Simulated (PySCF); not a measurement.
Predicted microwave data (PBE0/pcSseg-1 in PySCF (dipole) on a GFN2-xTB geometry, gas phase) for one isomer of C5H10O:

- Rotational constants: A = 5783, B = 3307, C = 2545 MHz
- Dipole components: |μa| = 0.24 D, |μb| = 1.07 D, |μc| = 1.03 D
- Inertial defect: -41.69 u·Å²
- κ: -0.53

Question: Which candidate fits, each taken in the one conformer that was computed?
A. `[OH:1][CH:2]1[CH2:3][CH2:4][CH2:5][CH2:6]1` with H–O1–C2–C3 -61°, O1–C2–C3–C4 -96°, C2–C3–C4–C5 -39°, C3–C4–C5–C6 41°, C4–C5–C6–C2 -28°
B. `[CH2:1]=[C:2]([CH2:3][CH3:4])[O:5][CH3:6]` with C1–C2–C3–C4 -99°, C1–C2–O5–C6 2°
C. 3,3-dimethyloxetane (`CC1(C)COC1`)

Answer: A. It is OC1CCCC1, an asymmetric top, point group C1. The candidates at the same level (rigid rotor, commonest isotopes):

```tsv
SMILES	A (MHz)	B (MHz)	C (MHz)	μa (D)	μb (D)	μc (D)	Δ (u·Å²)	point group	rotor
OC1CCCC1	5783	3307	2545	0.24	1.07	1.03	-41.69	C1	asymmetric top
C=C(CC)OC	6029	2424	1971	0.61	0.02	0.30	-35.89	C1	asymmetric top
CC1(C)COC1	5229	3185	2878	2.12	0.00	0.00	-79.73	C2v	asymmetric top
```

`C=C(CC)OC` has B 27 % too low; `CC1(C)COC1` has C 13 % too high. No structure here is proved a minimum.
